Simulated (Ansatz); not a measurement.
# CH4SSi, SMILES C1[SiH2]S1: a relaxed scan of one distance

With Ansatz 0.2.0, Python API.

At the Python prompt:
```pycon
>>> import warnings
>>> import ansatz as az
>>> import numpy as np
>>> warnings.simplefilter("ignore", az.DeckWarning)
>>> geometry_ang = [
...     ("C", (-0.6825, -0.2161, -0.5297)),
...     ("Si", (0.7388, 0.3964, 0.3418)),
...     ("S", (-0.5772, -1.3303, 0.6722)),
...     ("H", (-0.5036, -0.5125, -1.5592)),
...     ("H", (-1.6079, 0.4524, -0.4872)),
...     ("H", (0.5929, 1.2829, 1.5346)),
...     ("H", (2.1007, -0.1407, -0.0182)),
... ]
>>> geometry = az.Crystal.molecule()
>>> for symbol, xyz in geometry_ang:
...     geometry = geometry.atom(symbol, xyz)
...
>>> setup = (
...     geometry.calculation()
...     .basis(gaussian="def2-SVP")
...     .functional("pbe0")
...     .scf(lower_state_search="light")
... )
>>> symbols = [site.symbol for site in geometry.cartesian_sites]
>>> pairs = [(0, 1), (0, 2), (0, 3), (0, 4), (1, 2), (1, 5)]
>>> print("held (A)   E (eV)        ", "  ".join(f"{symbols[i]}{i}-{symbols[j]}{j}" for i, j in pairs))
held (A)   E (eV)         C0-Si1  C0-S2  C0-H3  C0-H4  Si1-S2  Si1-H5
>>> for length in [1.05, 1.14, 1.23, 1.37, 1.54]:
...     rep = setup.relax(constraints=[az.DistanceConstraint((0, 4), at=length)], force_tolerance=0.02, max_steps=60).run().report
...     xyz = np.array(rep["positions_ang"])
...     print(f"{length:6.2f} {rep['free_energy_ev']:14.5f}  ", "  ".join(f"{np.linalg.norm(xyz[i] - xyz[j]):.3f}" for i, j in pairs))
...
  1.05   -19799.77705   1.852  1.869  1.097  1.050  2.102  1.485
  1.14   -19799.78847   1.851  1.866  1.097  1.140  2.104  1.485
  1.23   -19799.58059   1.849  1.861  1.097  1.230  2.106  1.485
  1.37   -19799.03651   1.846  1.849  1.096  1.370  2.109  1.485
  1.54   -19798.25629   1.841  1.833  1.095  1.540  2.113  1.484
```

What to keep in mind:
- The settings weren't tested for convergence.
- The energies are electronic: no zero-point or thermal terms, and the basis set is short of its limit.
- The script silences the warnings on its input, which a real study should read.
- Wall time of the script: 90 s on 1 thread of Intel(R) Xeon(R) Platinum 8259CL CPU @ 2.50GHz (Skylake/Cascade Lake), on a shared host, peak memory 0.22 GiB.
